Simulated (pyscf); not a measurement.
Thermochemistry of product channels of HC≡CH + Br–Br on the singlet surface, in kcal/mol, from CCSD(T)/def2-TZVPP + ΔMP2(QZVPP) energies (ideal gas, 1 atm, RRHO with modes under 100 cm⁻¹ raised to 100, one conformer, R ln 2 for rigid chiral ones). Structures and frequencies: ωB97X-D3(BJ)/def2-SVP in PySCF. Correlated levels are frozen-core, on RHF or UHF. ΔMP2 is the change of the MP2 total energy from the triple- to the quadruple-zeta basis.

```tsv
products	ΔE	ΔH(298 K)	ΔG(600 K)	ΔG(900 K)
Br–CH=CH–Br	…	-39.4	-20.4	…
:C=CH–Br [singlet] + HBr	…	+37.8	+33.1	+30.7
HC≡C–Br + HBr	-4.5	-6.1	-6.9	-7.5
```

Question: Complete the blanks.

Answer: 
- Br–CH=CH–Br, ΔE: -41.5
- Br–CH=CH–Br, ΔG(900 K): -10.7
- :C=CH–Br [singlet] + HBr, ΔE: +40.7

These are energies of the channels, which say nothing of barriers. The CCSD(T) − MP2 part came from Ansatz, without density fitting, on the same reference. The frozen core leaves the outer d or s,p core shells of the metals and heavy elements correlated in the MP2 and CC values, and def2-TZVPP describes them poorly, which can shift differences by a few kcal/mol. Elements up to Kr have no core potential and no relativistic terms here.
